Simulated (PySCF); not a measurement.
# Exact mass, isotope pattern and composition

Species: `N#P` (NP).

All values are calculated from tables of isotopes.

Question: What are the average molar mass and the monoisotopic mass?

Answer: For PN, with standard atomic weights, 1 × 14.007 + 1 × 30.974 = 44.981 g/mol. From the most abundant isotopes (14N, 31P), 1 × 14.003074 + 1 × 30.973762 = 44.9768 u.

Question: Give the isotope pattern of the molecular ion M+•, merging species of the same nominal mass.

Answer: 
| nominal mass | m/z (centroid) | relative intensity |
| --- | --- | --- |
| 45 | 44.9763 | 100.0 |
| 46 | 45.9733 | 0.4 |

Lines under 0.1 % of the tallest are left out. One electron mass, 0.00055 u, is taken off.

Question: Resolve the fine structure: one atom at a time replaced by a minor isotope.

Answer: Intensity in % of the monoisotopic species:

```tsv
isotope	mass shift (u)	m/z	intensity (%)
15N	+0.99703	45.9733	0.37
```

Species under 0.02 % are left out.

Question: Protons, neutrons, electrons, and exact less nominal mass of the monoisotopic species?

Answer: 22 protons, 23 neutrons and 22 electrons; 44.9768 − 45 = -0.0232 u.

Question: Which m/z would the protonated and sodiated molecule have?

Answer: [M+H]+ 45.9841, [M+Na]+ 67.9661, for the monoisotopic species (arithmetic only; whether such ions form is another matter).

Question: Give the mass fraction of each element.

Answer: N 31.14 %, P 68.86 %.

Question: What share of all molecules is the monoisotopic species?

Answer: 0.99632 × 1 = 99.63 %.
